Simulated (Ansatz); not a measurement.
**C₄H₄: vertical ionisation energy**

One table from this session's results is given with a row withheld; the runs are named, their logs left out.

Computed with Ansatz 0.2.0, Gaussian basis. Level: unrestricted cation, the program's frozen cores in correlated methods.

Plan: UKS PBE-D4/def2-TZVPP; UKS r2SCAN-D4/def2-TZVPP; UKS PBE0-D4/def2-TZVPP; UKS B3LYP-D4/def2-TZVPP; UKS wB97X-V/def2-TZVPP; UKS wB97M-V/def2-TZVPP; UKS B2PLYP/def2-TZVPP; UHF-CCSD(T)/def2-TZVPP; UHF-MP2/def2-QZVPP; extrapolation to the limit; then −ε(HOMO) from the neutral's earlier runs with LDA (SPW92), PBE-D4, revPBE-D4, BLYP-D4, r2SCAN-D4, B97M-V, PBE0-D4, B3LYP-D4, r2SCANh-D4, r2SCAN0-D4, HSE06-D4, BHLYP-D4, CAM-B3LYP-D4, LC-ωPBE, ωB97X-V, ωB97M-V.

### The relaxed structure

All runs share one geometry, relaxed beforehand with PBE0-D4 in a triple-zeta def2 set.

SMILES `C#CC=C`, 8 atoms, charge 0, spin multiplicity 1.

Atoms are counted from 1 here; the program's logs count them from 0.

Bond lengths: C1–C2 1.203 Å, C1–H5 1.064 Å, C2–C3 1.418 Å, C3–C4 1.332 Å, C3–H6 1.087 Å, C4–H7 1.083 Å, C4–H8 1.083 Å. Angles: C2–C1–H5 179.5°, C1–C2–C3 178.4°, C2–C3–C4 124.2°, C2–C3–H6 116.0°, C4–C3–H6 119.8°, C3–C4–H7 120.7°, C3–C4–H8 121.5°, H7–C4–H8 117.8°.

The first run:

File in.yaml:

```yaml
crystal:
  periodic: [false, false, false]
  atoms:
    - {symbol: C, position_ang: [-1.076386, 1.576261, -0.899896]}
    - {symbol: C, position_ang: [-0.331549, 0.830154, -0.320368]}
    - {symbol: C, position_ang: [0.567331, -0.018484, 0.374039]}
    - {symbol: C, position_ang: [0.457278, -1.344944, 0.423916]}
    - {symbol: H, position_ang: [-1.740220, 2.229112, -1.415248]}
    - {symbol: H, position_ang: [1.387942, 0.475172, 0.888325]}
    - {symbol: H, position_ang: [1.177336, -1.939587, 0.972100]}
    - {symbol: H, position_ang: [-0.349534, -1.864884, -0.078468]}
basis:
  gaussian: {orbitals: def2-TZVPP}
total_charge: 1
magnetization: {spin_polarized: true, initial_magnetization: 1}
hamiltonian: {xc: pbe, dispersion: d4}
```

Started as:

```sh
> ansatz run in.yaml --threads 4 --pin off --events-out ev --progress --plain --max-ram 10444MiB
```

Among the steps run: Cation, UKS PBE-D4/def2-TZVPP; Cation, UKS r2SCAN-D4/def2-TZVPP; Cation, UKS PBE0-D4/def2-TZVPP; Cation, UKS B3LYP-D4/def2-TZVPP; Cation, UKS wB97X-V/def2-TZVPP; Cation, UKS wB97M-V/def2-TZVPP; Cation, UKS B2PLYP (frozen core)/def2-TZVPP; Cation, UHF-CCSD(T)/def2-TZVPP; Cation, UHF-MP2/def2-QZVPP.

One of the session's tables, all rows but one given; the rest of the session is left out.

It belongs to the step «Ionisation energies side by side». Orbital estimates, from the neutral's runs:

```
  functional  −ε(HOMO) (eV)
 LDA (SPW92)           6.36
      PBE-D4           6.16
   revPBE-D4           6.09
     BLYP-D4           5.99
   r2SCAN-D4              ?
      B97M-V           6.29
     PBE0-D4           7.20
    B3LYP-D4           6.98
  r2SCANh-D4           6.72
  r2SCAN0-D4           7.32
    HSE06-D4           6.81
    BHLYP-D4           8.08
CAM-B3LYP-D4           8.46
     LC-ωPBE           9.83
     ωB97X-V           9.42
     ωB97M-V           9.32
```

Q: Estimate the row for r2SCAN-D4 from the others.

Worked estimate for «−ε(HOMO) (eV)». Against the share of exact exchange, r2SCANh-D4 (0.1, 6.72), r2SCAN0-D4 (0.25, 7.32) give a slope of 4.00 per unit share; at 0 the line stands at 6.32.

The run gave: −ε(HOMO) (eV): 6.33. In «−ε(HOMO) (eV)» the line misses by -0.01.

To keep in mind: The cation may have settled in a state other than its lowest; no search over hole states beyond the program's own was made.
